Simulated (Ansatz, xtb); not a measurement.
# A ladder of methods for C6H14 (SMILES CC(C)C(C)C)

C6H14: 20 atoms, total charge 0, spin state singlet. As SMILES, `CC(C)C(C)C`. The shape is that of a PBE0-D4/def2-TZVP optimisation. This is one conformer, not always the lowest.

Quantity: the atomisation enthalpy at 298 K, in kJ/mol. The values are calculated. The thermal term (zero-point and 298 K enthalpy, harmonic and unscaled) is that of GFN1-xTB; the spin-orbit lowering of the free atoms at 298 K, 0.1 kJ/mol by their spectra, is taken off.

**What was measured.** CRC Handbook of Chemistry and Physics gives the atomisation enthalpy at 298 K of the gas as 7531 kJ/mol.

```
                               level                   kind  program  value (kJ/mol)  computed − measured  CPU time (all runs)
     HF/6-31G* (spherical functions)           Hartree–Fock   Ansatz            5654                -1877                3.3 s
  SVWN5/6-31G* (spherical functions)                    LDA   Ansatz            8591                +1060                4.7 s
   BLYP/6-31G* (spherical functions)                    GGA   Ansatz            7429                 -102                5.8 s
 r2SCAN/6-31G* (spherical functions)               meta-GGA   Ansatz            7532                   +1                9.9 s
  B3LYP/6-31G* (spherical functions)          global hybrid   Ansatz            7501                  -30                8.2 s
    MP2/6-31G* (spherical functions)    perturbation theory   Ansatz            6928                 -603                3.9 s
CCSD(T)/6-31G* (spherical functions)  coupled cluster or CI   Ansatz            6886                 -645                 34 s
   CCSD/6-31G* (spherical functions)  coupled cluster or CI   Ansatz            6836                 -695                 20 s
```

Nearest: r2SCAN/6-31G* (spherical functions) (+1 kJ/mol); farthest: HF/6-31G* (spherical functions) (-1877 kJ/mol). Computed less measured by kind, in kJ/mol (of the ab initio rows, those in 6-31G*): Hartree–Fock -1877; LDA +1060; GGA -102; meta-GGA +1; global hybrid -30; perturbation theory -603; coupled cluster or CI -695 to -645. In a finite basis correlated wave-function methods underbind, so their errors here aren't those of the basis-set limit. In so small a basis fixed costs decide the times, and correlated methods can beat functionals. Times are those of the runs behind each value, whatever else they computed, on shared processors of several kinds: orders of magnitude only.
